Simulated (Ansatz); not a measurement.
# CH₂BSi−: one structure at several levels

One table from this session's results is given with a row withheld; the runs are named, their logs left out.

Program: Ansatz 0.2.0, Gaussian basis. Level of theory: single points in def2-TZVPPD. These are calculated values, not measurements.

Correlated methods freeze the cores.

## Where the work starts

SMILES `B#C[SiH2-]`, 5 atoms, charge -1, spin multiplicity 1.

Atoms are counted from 1 here; the program's logs count them from 0.

Bond lengths: B1–C2 1.415 Å, C2–Si3 1.718 Å, Si3–H4 1.561 Å, Si3–H5 1.516 Å. Angles: B1–C2–Si3 158.9°, C2–Si3–H4 129.1°, C2–Si3–H5 129.4°, H4–Si3–H5 101.3°.

Geometry (Å):

| atom | x (Å) | y (Å) | z (Å) |
| --- | --- | --- | --- |
| B1 | -0.37840 | -1.20630 | 2.18160 |
| C2 | 0.10270 | -0.66130 | 0.96720 |
| Si3 | 0.11120 | 0.25020 | -0.48850 |
| H4 | -0.55950 | -0.07750 | -1.85980 |
| H5 | 0.66250 | 1.63770 | -0.75160 |

Set-up of the first run:

Input file run/in.yaml:

```yaml
crystal:
  periodic: [false, false, false]
  atoms:
    - {symbol: B, position_ang: [-0.378400, -1.206300, 2.181600]}
    - {symbol: C, position_ang: [0.102700, -0.661300, 0.967200]}
    - {symbol: Si, position_ang: [0.111200, 0.250200, -0.488500]}
    - {symbol: H, position_ang: [-0.559500, -0.077500, -1.859800]}
    - {symbol: H, position_ang: [0.662500, 1.637700, -0.751600]}
basis:
  gaussian: {orbitals: "def2-TZVPPD.json"}
total_charge: -1
correlation: {method: ccsd_t}
output: {forces: true}
```

The basis file named in the input lies beside it (Basis Set Exchange, JSON).

The command line of these runs was not kept.

Steps of the session up to this table: CCSD(T)/def2-TZVPPD; PBE0-D4/def2-TZVPPD; wB97M-V/def2-TZVPPD; r2SCAN-D4/def2-TZVPPD; PBE-D4/def2-TZVPPD; wB97X-V/def2-TZVPPD; r2SCANh-D4/def2-TZVPPD.

One table of the session follows, with a row left open; its other results are not shown here.

| method | RMS force component (eV/Å) | angle to CCSD(T) forces (°) |
| --- | --- | --- |
| CCSD(T) | 0.642 | reference |
| PBE0-D4 | 0.663 | 20.4 |
| wB97M-V | 0.757 | 23.9 |
| r2SCAN-D4 | 0.579 | 15.3 |
| PBE-D4 | 0.505 | 12.6 |
| wB97X-V | ? | ? |
| r2SCANh-D4 | 0.631 | 18.5 |

Q: Estimate the row for wB97X-V from the others.

The run gave: RMS force component (eV/Å): 0.800; angle to CCSD(T) forces (°): 23.6. In the column «RMS force component (eV/Å)» it is the highest.
